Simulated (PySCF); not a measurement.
PySCF input (M06-L/def2-TZVPD):

```python
from pyscf import gto, scf, dft

mol = gto.M(
    atom='''
    C     1.22893590   -0.26528729   -0.08447538
    C    -0.06793587    0.15138831    0.51035141
    N    -1.18685885    0.17356122   -0.32737126
    H     1.58451835    0.43047252   -0.86144879
    H     2.00333855   -0.32675537    0.68054974
    H     1.15411148   -1.25146100   -0.55780425
    H    -0.08027742    0.88914559    1.30293866
    H    -2.06767242    0.33444452    0.13855511
    H    -1.25200667   -0.60738096   -0.96644782
    ''',
    basis='def2-tzvpd',
    charge=0,
    spin=1,
    verbose=4,
)

mf = dft.UKS(mol, xc='m06l').density_fit(auxbasis='def2-universal-jkfit')
mf.grids.level = 4
mf.conv_tol = 1e-9
mf.max_cycle = 100
mf.max_memory = 1500
mf.kernel()
if not mf.converged:
    mf = mf.newton()
    mf.kernel(mf.make_rdm1())
for _ in range(2):
    mo, _, stable, _ = mf.stability(return_status=True)
    if stable:
        break
    mf.kernel(mf.make_rdm1(mo, mf.mo_occ))
mf.analyze()
```

End of the output:

```
Extra cycle  E= -134.548168899204  delta_E= -9.49e-12  |g|= 8.75e-06  |ddm|= 8.27e-05
converged SCF energy = -134.548168899204  <S^2> = 0.75538312  2S+1 = 2.0053759
uhf_internal: lowest eigs of H = [0.96676589 0.97320684 0.9872268 ]
<class 'pyscf.df.df_jk.DFUKS'> wavefunction is stable in the internal stability analysis
**** SCF Summaries ****
Total Energy =                        -134.548168899203972
Nuclear Repulsion Energy =              76.440501804117062
One-electron Energy =                 -331.657106450042875
Two-electron Energy =                  120.668435746721869
Two-electron Coulomb Energy =          140.680045768349970
DFT Exchange-Correlation Energy =      -20.011610021628098
HOMO-LUMO gap [eV] =                     2.015843724649149
**** MO energy ****
                             alpha | beta                alpha | beta
MO #1   energy= -14.1756368948442  | -14.1718440628005  occ= 1 | 1
MO #2   energy= -10.0558313358084  | -10.044315419063   occ= 1 | 1
MO #3   energy= -10.0368507203609  | -10.037368118729   occ= 1 | 1
MO #4   energy= -0.868574664165301 | -0.85553835279471  occ= 1 | 1
MO #5   energy= -0.694780752911107 | -0.684874576010245 occ= 1 | 1
MO #6   energy= -0.560881088043118 | -0.540581771764145 occ= 1 | 1
MO #7   energy= -0.475847719074984 | -0.470541101131687 occ= 1 | 1
MO #8   energy= -0.416717408349413 | -0.406427260536049 occ= 1 | 1
MO #9   energy= -0.379164329848919 | -0.364875383089452 occ= 1 | 1
MO #10  energy= -0.345725649347416 | -0.342597733522549 occ= 1 | 1
MO #11  energy= -0.329863958010347 | -0.322084541968262 occ= 1 | 1
MO #12  energy= -0.289163706566619 | -0.260555323020618 occ= 1 | 1
MO #13  energy= -0.10808933878377  | -0.0340084476756317 occ= 1 | 0
MO #14  energy= 0.0117653078454577 | 0.0142405051595104 occ= 0 | 0
MO #15  energy= 0.0333308809612813 | 0.0366095244870742 occ= 0 | 0
MO #16  energy= 0.0421361126966166 | 0.0442114312006093 occ= 0 | 0
MO #17  energy= 0.0805078029855919 | 0.0831204499986397 occ= 0 | 0
MO #18  energy= 0.0931560814754927 | 0.0940099549424975 occ= 0 | 0
MO #19  energy= 0.0985664997402661 | 0.100737951738567  occ= 0 | 0
MO #20  energy= 0.11340534423312   | 0.117979915927309  occ= 0 | 0
MO #21  energy= 0.133449117965653  | 0.132250467663479  occ= 0 | 0
MO #22  energy= 0.144356747228045  | 0.146289303735082  occ= 0 | 0
MO #23  energy= 0.148551665095528  | 0.149414412569367  occ= 0 | 0
MO #24  energy= 0.150297438045937  | 0.150121600788845  occ= 0 | 0
MO #25  energy= 0.173801400595041  | 0.178059881445663  occ= 0 | 0
MO #26  energy= 0.190237692580375  | 0.193172133590922  occ= 0 | 0
MO #27  energy= 0.199693655146548  | 0.202072885405697  occ= 0 | 0
MO #28  energy= 0.21196624119667   | 0.217157626869083  occ= 0 | 0
MO #29  energy= 0.218232395788071  | 0.223357697456813  occ= 0 | 0
MO #30  energy= 0.225393205365646  | 0.231771055426412  occ= 0 | 0
MO #31  energy= 0.232426464156782  | 0.242252743556055  occ= 0 | 0
MO #32  energy= 0.243584076242372  | 0.249306057566968  occ= 0 | 0
MO #33  energy= 0.255339270684597  | 0.254401949515011  occ= 0 | 0
MO #34  energy= 0.258176220452477  | 0.259119914961328  occ= 0 | 0
MO #35  energy= 0.268669401978449  | 0.271267469289317  occ= 0 | 0
MO #36  energy= 0.272223130688097  | 0.282056749874639  occ= 0 | 0
MO #37  energy= 0.277306797063362  | 0.287240997164537  occ= 0 | 0
MO #38  energy= 0.305044246524893  | 0.309869546022316  occ= 0 | 0
MO #39  energy= 0.313971159895897  | 0.318551789078923  occ= 0 | 0
MO #40  energy= 0.321996342483074  | 0.322336044541405  occ= 0 | 0
MO #41  energy= 0.329719211861005  | 0.336123823459229  occ= 0 | 0
MO #42  energy= 0.339133361743027  | 0.341235883785837  occ= 0 | 0
MO #43  energy= 0.347311642042258  | 0.35289607126581   occ= 0 | 0
MO #44  energy= 0.358871947513135  | 0.363604446277525  occ= 0 | 0
MO #45  energy= 0.379842355971642  | 0.380995239494653  occ= 0 | 0
MO #46  energy= 0.404513389478237  | 0.401027210299668  occ= 0 | 0
MO #47  energy= 0.405468327257786  | 0.406608517114177  occ= 0 | 0
MO #48  energy= 0.409845296330291  | 0.411746434114091  occ= 0 | 0
MO #49  energy= 0.414482942709965  | 0.413338927370802  occ= 0 | 0
MO #50  energy= 0.424499803473596  | 0.425202683045434  occ= 0 | 0
MO #51  energy= 0.437670256039529  | 0.441366343606423  occ= 0 | 0
MO #52  energy= 0.444018920332619  | 0.450336319437763  occ= 0 | 0
MO #53  energy= 0.457679237155523  | 0.460939237484864  occ= 0 | 0
MO #54  energy= 0.465128128002817  | 0.470662632939309  occ= 0 | 0
MO #55  energy= 0.480500842898844  | 0.490820716705087  occ= 0 | 0
MO #56  energy= 0.513578102788928  | 0.521599775921523  occ= 0 | 0
MO #57  energy= 0.52703256264451   | 0.53587920531763   occ= 0 | 0
MO #58  energy= 0.558967320914961  | 0.555493253904216  occ= 0 | 0
MO #59  energy= 0.569205871621539  | 0.577375156205363  occ= 0 | 0
MO #60  energy= 0.594342510558773  | 0.602602972043971  occ= 0 | 0
MO #61  energy= 0.607979522452651  | 0.612328469027901  occ= 0 | 0
MO #62  energy= 0.632335252608865  | 0.628229079139886  occ= 0 | 0
MO #63  energy= 0.644515394932151  | 0.643888039118258  occ= 0 | 0
MO #64  energy= 0.676739558494864  | 0.676789166799585  occ= 0 | 0
MO #65  energy= 0.682873685458914  | 0.683787796733119  occ= 0 | 0
MO #66  energy= 0.694973893367112  | 0.697134750438233  occ= 0 | 0
MO #67  energy= 0.701468518792439  | 0.701614843963347  occ= 0 | 0
MO #68  energy= 0.714456742878368  | 0.71829538123308   occ= 0 | 0
MO #69  energy= 0.725012863498741  | 0.721747094564829  occ= 0 | 0
MO #70  energy= 0.751249278915955  | 0.750100112121547  occ= 0 | 0
MO #71  energy= 0.759174975630295  | 0.755984829018399  occ= 0 | 0
MO #72  energy= 0.813048708600172  | 0.816176911085658  occ= 0 | 0
MO #73  energy= 0.823490078555901  | 0.825939101817479  occ= 0 | 0
MO #74  energy= 0.896001695992388  | 0.89980048325936   occ= 0 | 0
MO #75  energy= 0.920295455046178  | 0.919758051629684  occ= 0 | 0
MO #76  energy= 0.928155382498449  | 0.936155301769956  occ= 0 | 0
MO #77  energy= 0.968782414303927  | 0.972612780194435  occ= 0 | 0
MO #78  energy= 1.00970718524435   | 1.01852860429614   occ= 0 | 0
MO #79  energy= 1.03369079759502   | 1.04422287540028   occ= 0 | 0
MO #80  energy= 1.13873445347435   | 1.14677180751056   occ= 0 | 0
MO #81  energy= 1.15838275042865   | 1.16881209513071   occ= 0 | 0
MO #82  energy= 1.22963384932112   | 1.23684676689632   occ= 0 | 0
MO #83  energy= 1.24121611855919   | 1.24858928313028   occ= 0 | 0
MO #84  energy= 1.298055822876     | 1.31230485383464   occ= 0 | 0
MO #85  energy= 1.31828987712976   | 1.32585819789374   occ= 0 | 0
MO #86  energy= 1.42098862803266   | 1.42771876262668   occ= 0 | 0
MO #87  energy= 1.4478688210113    | 1.45617980061612   occ= 0 | 0
MO #88  energy= 1.5394123296403    | 1.55258048523698   occ= 0 | 0
MO #89  energy= 1.56443163292969   | 1.57308735842443   occ= 0 | 0
MO #90  energy= 1.63590044360411   | 1.63916342377613   occ= 0 | 0
MO #91  energy= 1.71127826912343   | 1.74113379371459   occ= 0 | 0
MO #92  energy= 1.75395576313047   | 1.76404978790626   occ= 0 | 0
MO #93  energy= 1.76959983518653   | 1.77751067321231   occ= 0 | 0
MO #94  energy= 1.79539020340029   | 1.79660917947345   occ= 0 | 0
MO #95  energy= 1.81921531467319   | 1.81584280547008   occ= 0 | 0
MO #96  energy= 1.82195275005748   | 1.82370227725491   occ= 0 | 0
MO #97  energy= 1.85841141826502   | 1.86198282944005   occ= 0 | 0
MO #98  energy= 1.87191200466972   | 1.86934593568573   occ= 0 | 0
MO #99  energy= 1.95215529354477   | 1.94476840608751   occ= 0 | 0
MO #100 energy= 1.98341173856981   | 1.98259401092261   occ= 0 | 0
MO #101 energy= 2.02666848770233   | 2.03382627851022   occ= 0 | 0
MO #102 energy= 2.04924397376309   | 2.05835363172681   occ= 0 | 0
MO #103 energy= 2.13525169292338   | 2.13258853640853   occ= 0 | 0
MO #104 energy= 2.14857951471254   | 2.14753584146535   occ= 0 | 0
[...]
```

It need not be the lowest isomer of its formula.
